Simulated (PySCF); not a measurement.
State search for Li2

Unrestricted PBE0; basis Li jorge-DZP-DKH; spin-free X2C with a Gaussian nucleus; PySCF 2.14. Outer shells of the fragments: Li 2s1; Li 2s1.

Followed along the bond (rough minima from three points):

```
2Ms+1  unpaired  ⟨S²⟩ at the start  R at minimum (Å)  Te (eV)
    1      none               0.00              2.74     0.00
    3  σ ↑, π ↑               2.00              2.62     1.20
    3      σ ↑↑               2.00  none in the scan   ≤ 0.84
```

Solutions found at the starting distance of 2.570 Å, counted from the lowest of them; the search is not exhaustive and high or unbound solutions are not listed, so other states can lie among these:

| 2Ms+1 | unpaired | term | E (eV) | ⟨S²⟩ | ⟨Lz²⟩ |
| --- | --- | --- | --- | --- | --- |
| 1 | none | ¹Σ⁺ | 0.00 | 0.00 | 0.00 |
| 3 | σ ↑↑ | ³Σ⁺ | 1.06 | 2.00 | 0.00 |
| 3 | σ ↑, π ↑ | ³Π | 1.18 | 2.00 | 1.01 |
| 1 | σ ↓, π ↑ | mixed | 1.71 | 1.00 | 1.00 |

A term symbol is given only where ⟨S²⟩ and ⟨Lz²⟩ are close to those of a pure state; real π, δ and φ orbitals otherwise mix terms, and g/u labels are left off.

The measured ground state is X ¹Σg+ (Huber and Herzberg, Constants of Diatomic Molecules (1979)).

Counting both spins, an empty level lies below a filled one in some of these solutions, because spin and occupation are held.
